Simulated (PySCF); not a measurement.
Compound: 1-pentene, C5H10.
Structure used (PBE0-D3(BJ)/def2-SVP), in Å, numbered top down from 1:
```xyz
15
C5H10 angstrom
C      2.4913    0.9001    0.3278
C      1.6326   -0.0479   -0.0498
C      0.2688   -0.2630    0.5246
C     -0.8509   -0.1118   -0.5055
C     -2.2345   -0.3533    0.0760
H      2.2446    1.6054    1.1286
H      3.4717    1.0071   -0.1440
H      1.9239   -0.7310   -0.8594
H      0.1026    0.4373    1.3611
H      0.2138   -1.2801    0.9564
H     -0.7964    0.8994   -0.9439
H     -0.6708   -0.8108   -1.3413
H     -2.4537    0.3540    0.8921
H     -3.0204   -0.2358   -0.6854
H     -2.3220   -1.3703    0.4914
```

Method used: core-valence-separated Tamm–Dancoff BHandHLYP/aug-pcX-1 (pcseg-1 on H) in PySCF, non-relativistic, gas phase, PBE0-D3(BJ)/def2-SVP geometry. Absolute energies from this functional tend to lie a few eV below measured edges; no shift was applied.

The lowest roots of each edge with f over 0.003 (five at most, numbered afresh; weaker and dark ones are left out), with transition dipoles (au) in the frame of the coordinates:

| root | edge | E (eV) | μx | μy | μz |
| --- | --- | --- | --- | --- | --- |
| 1 | C | 282.65 | 0.0336 | -0.0538 | 0.0581 |
| 2 | C | 282.68 | 0.0396 | -0.0635 | 0.0685 |
| 3 | C | 285.29 | 0.0336 | 0.0065 | -0.0107 |
| 4 | C | 285.60 | -0.0005 | -0.0170 | 0.0325 |
| 5 | C | 285.62 | 0.0280 | 0.0237 | 0.0054 |

Task: What are the oscillator strengths?

Result: f = (2/3) ΔE |μ|², with ΔE in hartree (27.2114 eV):

```csv
root,ΔE (Eh),|μ|² (au),f,core hole on
1,10.3872,0.007404,0.051,C1
2,10.3882,0.010288,0.071,C2
3,10.4842,0.001288,0.009,C5
4,10.4958,0.001348,0.009,C3
5,10.4964,0.001376,0.010,C1
```

Task: Molecules are fixed in this frame and the field points along (1, 1, 0)/√2. What effective strengths 3 f cos²θ do the roots have (θ between field and μ)?

Result: root 1 (C1): 0.004, root 2 (C2): 0.006, root 3 (C5): 0.017, root 4 (C3): 0.003, root 5 (C1): 0.028. Root 5 is the strongest. Averaged over all orientations cos²θ is 1/3, which gives f back.

The run took about 40 s of CPU time (one thread, shared machine).

One conformer stands for the species.
